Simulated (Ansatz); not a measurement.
# GaAs: pressure series

Take GaAs in the zinc blende structure (space group F-43m, No. 216; a = 5.7461 Å) as the base.

Cell and atoms are relaxed at each pressure.

Computed with PBE (Ansatz, a program for electronic structure; PAW; 420 eV plane waves; spin-orbit coupling left out), earlier PAW set.

| pressure (GPa) | volume per atom (Å³/atom) |
|---|---|
| -2 | 24.589 |
| -1 | 24.129 |
| 0 | 23.715 |
| 0.9 | ? |
| 2.1 | 22.963 |
| 9 | 21.172 |
| 15 | 20.064 |
| 22.5 | 19.003 |
| 30 | 18.163 |

### Question
Fit the third-order Birch–Murnaghan form P(V) = (3B₀/2)[(V₀/V)^(7/3) − (V₀/V)^(5/3)]·[1 + (3/4)(B₀′ − 4)((V₀/V)^(2/3) − 1)] (squares taken in P) to the rows shown and predict the withheld row.

### Answer
Least squares on the printed values gives V₀ = 23.720 Å³/atom, B₀ = 61.2 GPa, B₀′ = 4.5; this predicts 23.385 Å³/atom, and the run gives 23.374 Å³/atom, 0.011 lower.

Measured bulk modulus of GaAs: 76.7 GPa (static lattice; corrected from measurement; as listed in Daniel Mejia-Rodriguez, S. B. Trickey, Phys. Rev. B (2018)); the computed value is 20 % below it.

A case with no gap was solved on a k-mesh chosen for an insulator, which is coarse for it. Load acts through the strain it causes; cell and atoms are relaxed under it. No phonon test of stability was made. All final runs are without spin polarisation. Measured, GaAs leaves this structure (for a Cmcm phase) near 15 GPa (room temperature; as listed in arXiv:1906.07825).
